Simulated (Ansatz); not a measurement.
# AlBH (doublet): trial inputs and their diagnosis at angle B1–Al2–H3 = 141.7°

3 inputs are run for AlBH (doublet) as typed; the log has to tell whether the result can be used and what must change.

Method: the settings change from run to run; program: Ansatz 0.2.0, Gaussian basis.

14 further runs of the same task are left out: 8 that didn't finish, 6 set aside as unsound or not needed.

## 1. What is computed

The geometry derives from a PBE0/def2-TZVP stationary point (not a proven minimum). One angle is set to the value named; bond lengths are kept.

3 atoms, charge 0, spin multiplicity 2.

Atoms are counted from 1 here; the program's logs count them from 0.

Bond lengths: B1–Al2 2.077 Å, Al2–H3 1.601 Å. Angles: B1–Al2–H3 141.7°.

## 2. Try 1

Input file in.yaml:

```yaml
crystal:
  periodic: [false, false, false]
  atoms:
    - {symbol: B, position_ang: [0.300000, 0.008162, -0.546523]}
    - {symbol: Al, position_ang: [0.000000, 0.008162, -0.546523]}
    - {symbol: H, position_ang: [0.000000, -1.024277, -1.770506]}
basis:
  gaussian: {orbitals: cc-pVDZ}
magnetization: {spin_polarized: false, initial_magnetization: 1}
correlation: {active_space: {ras: {orbitals: [3, 1, 27], electrons: 7, max_holes: 2, max_particles: 2}, fixed_orbitals: true}}
```

On the command line:

```console
$ ansatz run in.yaml --threads 1 --pin off --events-out ev --progress --plain --max-ram 2393MiB
```

Output:

```text
Functional definition: HF
  name "HF"
  cite "Fock, Z. Phys. 61, 126 (1930) doi:10.1007/BF01340294"
  parent pbe
  exchange = exact_x
  correlation = 0
362 factors; integrals over basis functions are off by at most 1.3e-3 eV
mean field evaluation 1: about -6395.5097 eV, gradient 5.2e1 eV
mean field evaluation 2: about -6395.5523 eV, gradient 5.2e1 eV
mean field evaluation 4: about -6398.9053 eV, gradient 1.8e0 eV
mean field evaluation 8: about -6398.9266 eV, gradient 3.4e-4 eV
mean field evaluation 16: about -6398.0621 eV, gradient 2.5e-5 eV
mean field evaluation 32: about -6398.0625 eV, gradient 2.3e-2 eV
a density is far from that of the atoms, so the factors are made again for it
429 factors; integrals over basis functions are off by at most 4.4e-4 eV
mean field evaluation 64: about -6398.0625 eV, gradient 2.5e-5 eV
mean field -6398.92695084 eV, -235.1562280948 hartree, gradient 2.5e-6 eV, S^2 0.750000; 7 other end points of the search recorded, 0 dependent functions left out
reference -6398.92695084 eV, -235.1562280948 hartree; 10, 9 occupied and 27, 28 virtual orbitals, 429 factors
state -6402.33415339 eV, -235.2814404789 hartree
Total energy: -6402.33415339 eV, -235.2814404789 hartree
```

It took 0.99 s on 1 thread of Arm Neoverse V2, shared host.

**Diagnosis.** The run converged, which proves nothing about the input. One atom lies on top of another. The shortest distance is 0.30 Å, against 1.60 Å in the geometry of step 1. Its energy belongs to another geometry. To mend it, restore its position.

## 3. Try 2

Input file in.yaml:

```yaml
crystal:
  periodic: [false, false, false]
  atoms:
    - {symbol: B, position_ang: [0.000000, 0.075126, 1.529054]}
    - {symbol: Al, position_ang: [0.000000, 0.008162, -0.546523]}
    - {symbol: H, position_ang: [0.000000, -1.024277, -1.770506]}
basis:
  gaussian: {orbitals: 6-31G}
magnetization: {spin_polarized: false, initial_magnetization: 1}
correlation: {method: sc_nevpt2, electrons: outside_noble_gas, active_space: {window: {electrons: 4, orbitals: 3}}}
accuracy: high
```

The command is unchanged.

Output:

```text
Functional definition: HF
  name "HF"
  cite "Fock, Z. Phys. 61, 126 (1930) doi:10.1007/BF01340294"
  parent pbe
  exchange = exact_x
  correlation = 0
527 factors; integrals over basis functions are off by at most 3.2e-9 eV
mean field evaluation 1: about -7262.9905 eV, gradient 8.1e0 eV
mean field evaluation 2: about -7262.9932 eV, gradient 8.1e0 eV
mean field evaluation 4: about -7263.6698 eV, gradient 1.2e0 eV
mean field evaluation 8: about -7263.6919 eV, gradient 2.8e-3 eV
mean field evaluation 16: about -7263.7041 eV, gradient 1.5e-1 eV
mean field evaluation 32: about -7263.9112 eV, gradient 8.6e-7 eV
mean field evaluation 64: about -7262.3805 eV, gradient 5.8e0 eV
mean field evaluation 96: about -7263.9108 eV, gradient 1.0e-1 eV
mean field evaluation 128: about -7263.7824 eV, gradient 2.4e-5 eV
mean field evaluation 160: about -7263.6658 eV, gradient 1.2e0 eV
mean field -7263.91121144 eV, -266.9438133647 hartree, gradient 2.1e-8 eV, S^2 0.750000; 14 other end points of the search recorded, 0 dependent functions left out
reference -7263.91121144 eV, -266.9438133647 hartree; 10, 9 occupied and 14, 15 virtual orbitals, 527 factors
Error: 4 electrons in 3 orbitals form no window around the highest filled level of the reference
```

Wall time 0.57 s (1 thread of Arm Neoverse V2, shared host).

Diagnosis: The run stopped with an error. The active window can't be built from these electrons and orbitals. Cure: choose counts that fit the spin, the electrons and the basis.

## 4. Try 3

Input file in.yaml:

```yaml
crystal:
  periodic: [false, false, false]
  atoms:
    - {symbol: B, position_ang: [0.000000, 0.075126, 1.529054]}
    - {symbol: Al, position_ang: [0.000000, 0.008162, -0.546523]}
    - {symbol: H, position_ang: [0.000000, -1.024277, -1.770506]}
basis:
  gaussian: {orbitals: "6-31++G**"}
magnetization: {spin_polarized: false, initial_magnetization: 1}
correlation: {method: fic_mrcisd_q, electrons: all, active_space: {window: {electrons: 3, orbitals: 3}, states: [{multiplicity: 2, weights: [1, 1, 1, 1, 1, 1, 1, 1, 1, 1, 1, 1, 1, 1, 1, 1, 1, 1, 1, 1, 1, 1, 1, 1, 1, 1, 1, 1, 1, 1]}]}}
```

Launched as before.

Output:

```text
Functional definition: HF
  name "HF"
  cite "Fock, Z. Phys. 61, 126 (1930) doi:10.1007/BF01340294"
  parent pbe
  exchange = exact_x
  correlation = 0
746 factors; integrals over basis functions are off by at most 2.3e-7 eV
mean field evaluation 1: about -7263.8050 eV, gradient 7.7e0 eV
mean field evaluation 2: about -7263.8216 eV, gradient 7.8e0 eV
mean field evaluation 4: about -7264.4319 eV, gradient 1.3e0 eV
mean field evaluation 8: about -7264.4508 eV, gradient 1.3e-1 eV
mean field evaluation 16: about -7264.4616 eV, gradient 1.7e-1 eV
mean field evaluation 32: about -7260.0079 eV, gradient 1.7e1 eV
mean field evaluation 64: about -7259.1438 eV, gradient 2.0e-5 eV
mean field evaluation 96: about -7259.5142 eV, gradient 2.4e0 eV
mean field evaluation 128: about -7264.5541 eV, gradient 4.2e-1 eV
mean field evaluation 160: about -7264.4532 eV, gradient 7.8e-2 eV
mean field evaluation 192: about -7264.5522 eV, gradient 6.7e-1 eV
mean field -7264.59871183 eV, -266.9690785380 hartree, gradient 2.0e-6 eV, S^2 0.750000; 16 other end points of the search recorded, 0 dependent functions left out
reference -7264.59871183 eV, -266.9690785380 hartree; 10, 9 occupied and 38, 39 virtual orbitals, 746 factors
Error: 30 states are sought, and the space of determinants holds 8 states of this symmetry and spin
```

Wall time 1.8 s (1 thread of Arm Neoverse V2, shared host).

Diagnosis: The run stopped with an error. The list of states asked for (weights, spin or count) can't be met. Fix: mend what the message names.

## 5. How the runs ended

```tsv
try	level	ended	cause	time
1	CISD/cc-pVDZ	converged	one atom lies on top of another	0.99 s
2	NEVPT2(4,3)/6-31G	stopped by an error	the active window can't be built from these electrons and orbitals	0.57 s
3	MRCISD+Q(3,3)/6-31++G**	stopped by an error	the list of states asked for (weights, spin or count) can't be met	1.8 s
```

1 converged, 2 stopped by an error. The input that converges on a wrong geometry or spin is the dangerous one: no error points at it, so geometry and ⟨S²⟩ have to be checked.
